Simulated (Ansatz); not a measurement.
# A basis-limit estimate, worked out

An elementary step of CH$_{6}$SSi, singlet (CH₆SSi ([CH3][SiH2][SH]) → CH₄SSi ([CH3][SiH][S]) + H₂; bonds formed: H2–H4; bonds broken: Si1–H2, S3–H4). “Start” is the structure reached by relaxing down from the saddle towards the reactants; PBE0-D4/def2-TZVP structures. The saddle:

```tsv
atom	x (Å)	y (Å)	z (Å)
Si1	-0.5852	-0.3361	-0.1851
H2	-0.0645	-1.3090	1.1191
S3	-0.3527	-1.8005	-1.5569
H4	-0.0484	-1.8327	0.2984
H5	-1.9166	-0.0232	0.3969
C6	0.5713	1.0997	-0.0239
H7	0.3279	1.8130	-0.8190
H8	0.4634	1.6066	0.9373
H9	1.6050	0.7822	-0.1667
```

Computed with Ansatz 0.2.0 (basis: def2-TZVPP and def2-QZVPP); correlated methods freeze the cores.

Energies in eV:

| quantity | saddle | start |
| --- | --- | --- |
| Hartree–Fock, triple zeta (X = 3) | -19804.49046 | -19807.25428 |
| Hartree–Fock, quadruple zeta (X = 4) | -19805.10898 | -19807.86585 |
| MP2 correlation, X = 3 | -13.83763 | -13.27639 |
| MP2 correlation, X = 4 | -14.87563 | -14.27700 |
| CCSD(T) correlation, X = 3 | -15.69635 | -15.22285 |

Q: Work out the barrier at the basis limit: extrapolate Hartree–Fock as E(X) = E∞ + A exp(−7.88 √X) and the MP2 correlation as E(X) = E∞ + B X^−2.97 (the exponents that Neese and Valeev fitted for def2-TZVPP and QZVPP), then add CCSD(T) − MP2 in triple zeta.

A: Each step is linear, so take the differences first (saddle − start): Hartree–Fock 2.76382 (X = 3) and 2.75687 (X = 4); MP2 correlation -0.56124 and -0.59863; CCSD(T) correlation -0.47350.
Two points give E∞ = E(4) + w [E(4) − E(3)], with w = 1/(exp(7.88 (2 − √3)) − 1) = 0.1377 for Hartree–Fock and w = 1/((4/3)^2.97 − 1) = 0.7407 for the correlation.
Hartree–Fock: 2.75687 + 0.1377 × (-0.00695) = 2.7559 eV.
MP2 correlation: -0.59863 + 0.7407 × (-0.03739) = -0.6263 eV.
CCSD(T) − MP2: -0.47350 − (-0.56124) = 0.0877 eV.
Sum: 2.7559 + (-0.6263) + 0.0877 = 2.2173 eV, or 51.13 kcal/mol. Plain CCSD(T) in triple zeta gives 2.2903 eV, so the larger basis shifts the result by -0.0730 eV.

The T1 diagnostic stays at or below 0.017.

Labels in which every atom is bracketed show which atoms are joined, not bond orders.

For scale, one of the runs: CCSD(T)/def2-TZVPP, 199 basis functions, launched by `ansatz run in.yaml --threads 2 --pin off --events-out ev --progress --plain --max-ram 4352MiB`. Time: 47 s of wall clock on 2 CPU threads of an Arm Neoverse V2; the host was shared. Peak host memory: 2.2 GiB.
